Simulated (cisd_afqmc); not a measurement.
Input (AFQMC/CISD/aug-cc-pV(T+d)Z; cisd_afqmc is a phaseless AFQMC code with CISD trial states that reads the integrals written by Ansatz): A basis named .json is the Basis Set Exchange file of that set.

Ansatz 0.2 input:
```python
import cisd_afqmc

open("ham.yaml", "w").write("""\
crystal:
  periodic: [false, false, false]
  atoms:
    - {symbol: Cl, position_ang: [0.00000000, -0.00000000, -2.38473507]}
    - {symbol: C, position_ang: [0.00000000, -0.00000000, -0.56633107]}
    - {symbol: H, position_ang: [-0.00000000, 1.02506646, -0.22437907]}
    - {symbol: H, position_ang: [-0.88773360, -0.51253323, -0.22437907]}
    - {symbol: H, position_ang: [0.88773360, -0.51253323, -0.22437907]}
    - {symbol: Cl, position_ang: [-0.00000000, 0.00000000, 2.62421293]}
basis:
  gaussian:
    orbitals: aug-cc-pV_T+d_Z.json
total_charge: -1
magnetization: {spin_polarized: false}
correlation: {method: ccsd, electrons: outside_noble_gas, hamiltonian_folder: ham}
""")
rep = cisd_afqmc.ansatz("ham.yaml")
e_ccsd = rep["correlation"]["coupled_cluster"]["energy"]["hartree"]
out = cisd_afqmc.run("ham", e_ccsd, trial="CISD", walkers=1000, populations=1, threads=12, dt=0.005, steps=40, early=24, settle=10, least=100,
    cut=5e-5, rank_cut=2e-4, target=0.0004, seconds=1000, seed=4, memory=62639, gpu=True)
```

Output:

```
orbitals 214, occupied [11], factors 1151 of 1274, rank of the doubles 541 of 2233
E(HF) = -958.736923
E(CCSD) on the cut factors = -959.374582, shift to the whole factors -0.000008
Energy of the trial state on the determinant = -959.374563
  tau behind 7.2 of longer steps, mean of the populations' last blocks
   2.0  -959.40555
   4.0  -959.40464
   6.0  -959.40441
   8.0  -959.40336
  10.0  -959.40391
  12.0  -959.40529
  14.0  -959.40344
  16.0  -959.40201
  18.0  -959.40035
  20.0  -959.40187
  22.0  -959.40444
  24.0  -959.40432
  26.0  -959.40515
  28.0  -959.40380
blocks 136 (0 outliers left out), error by blocks joined: 1: 0.00020, 2: 0.00026, 4: 0.00032, 8: 0.00038
E(AFQMC/CISD) = -959.40361 +/- 0.00038
```

The error still grows at the longest joins of blocks, or few joins were possible, so the printed bar may be too narrow.
